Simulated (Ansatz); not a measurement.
Isomers of C₅H₅F, relaxed with PBE0-D4/def2-TZVP in Ansatz; electronic energies, one conformer each and not always the lowest. Functionals use def2-TZVPP; CBS adds triple-zeta CCSD(T) − MP2 to the MP2 limit of def2-TZVPP and def2-QZVPP.

(1) Order them by energy at frozen-core CCSD(T)/CBS, lowest first. (Estimate.)
A. `FC1=CCC=C1`
B. `C=CC#CCF`
C. `FC1=CC=CC1`
D. `C=C(F)C#CC`

(2) How do HF/CBS(def2), r2SCAN-D4, B2PLYP, B3LYP-D4 place them (kcal/mol, against `FC1=CCC=C1`)? (Estimate.)

## Answers

(1) A (0.0 kcal/mol), C (1.1 kcal/mol), D (28.4 kcal/mol), B (33.8 kcal/mol).

(2) Ansatz gave: 
| isomer | HF/CBS(def2) | r2SCAN-D4 | B2PLYP | B3LYP-D4 |
| --- | --- | --- | --- | --- |
| `C=CC#CCF` | 28.2 | 36.3 | 30.8 | 31.4 |
| `C=C(F)C#CC` | 24.1 | 28.8 | 24.9 | 25.3 |
| `FC1=CC=CC1` | 1.3 | 1.2 | 1.1 | 1.1 |

B3LYP here is the variant with VWN-RPA as its local correlation; programs differ in this.
